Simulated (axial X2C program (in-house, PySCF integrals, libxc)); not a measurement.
# Spectroscopic constants of N₂

Calculated with an in-house relativistic program for diatomic molecules. Spin-free means the one-electron spin-free X2C Hamiltonian; two-component (2c) means X2C with spin–orbit coupling and atomic mean-field two-electron Coulomb and Gaunt terms, so the difference of the two also holds small scalar two-electron terms. Basis: N dyall-av3z [7s7p3d2f] (cores contracted in-house); Gaussian nuclei, density fitting, unrestricted open shells. Masses: N 14.003 u.

Input file and command:
```json
{"zs": [7, 7], "q": 0, "bas": ["dyall-av3z", "dyall-av3z"], "levels": ["PBE0", "HF", "TPSSh", "TPSS", "B97-3"], "cc": true, "r0": 1.2, "thr": -2.0, "nmax": 140}
```
```bash
python so2c.py task.json out
```

Keys: zs atomic numbers; q charge; bas basis sets; levels methods; cc coupled cluster on or off; r0 starting distance in Å; thr threshold in hartree for freezing inner shells (an s shell follows its p shell); nmax most natural virtual spinors. HF also brings MP2.

State, spin-free: M_S = 0, Λ = 0 (closed shell); electrons by block: σα: 5, σβ: 5, π+α: 1, π+β: 1, π-α: 1, π-β: 1. Fragments: N + N.

State, 2c: Ω = 0 (closed shell); electrons by block: 1/2: 6, -1/2: 6, 3/2: 1, -3/2: 1. Fragments: N + N.

| Hamiltonian | level | Re (Å) | ωe (cm⁻¹) | ωexe (cm⁻¹) | αe (cm⁻¹) | De (eV) | D0 (eV) |
| --- | --- | --- | --- | --- | --- | --- | --- |
| 2c | PBE0 | 1.089 | 2479.8 | 12.3 | 0.0155 | 9.76 | 9.61 |
| 2c | HF | 1.066 | 2730.0 | 10.9 | 0.0137 | 5.06 | 4.89 |
| 2c | MP2 | 1.113 | 2190.3 | 19 | 0.0208 | 10.02 | 9.88 |
| 2c | CCSD | 1.096 | 2421.8 | 13.1 | 0.0161 | 9.09 | 8.94 |
| 2c | CCSD(T) | 1.103 | 2342.4 | 14.1 | 0.0171 | 9.48 | 9.34 |
| 2c | TPSSh | 1.095 | 2418.8 | 12.7 | 0.016 | 9.61 | 9.46 |
| 2c | TPSS | 1.100 | 2367.2 | 13.1 | 0.0164 | 9.88 | 9.73 |
| 2c | B97-3 | 1.089 | 2480.1 | 12.5 | 0.0156 | 9.91 | 9.76 |

Spin-free values that have a 2c row agree with it to the digits that matter (0.001 Å, 0.01 eV) and are not repeated.

Correlated methods: 10 electrons correlated (number of frozen shells: N 1 s), 198 virtual spin orbitals or spinors in MP2, 114 natural virtuals in coupled cluster.

One determinant describes the state; a PBE0 search over occupations chose it and may have missed a lower one. The closed shell is kept restricted, so the energy runs too high when the bond is stretched far. Dissociation energies refer to the lowest single-determinant-based atoms at the same level and basis. Coupled cluster ran in a truncated set of natural virtual spinors; the MP2 energy of the rest was added. (T) has no such correction and the atoms are truncated less, which lowers De at CCSD(T) by a hundredth of an eV or more.

Rough cost a point (2c) on 2 thread(s) of a shared host, integrals apart: PBE0 0.06 s, CCSD(T) 2.5 s, TPSSh 0.1 s, TPSS 0.1 s, B97-3 0.06 s.

The whole task took 46 s on 2 threads of AMD EPYC 9R45 (Zen 5), on a shared host.
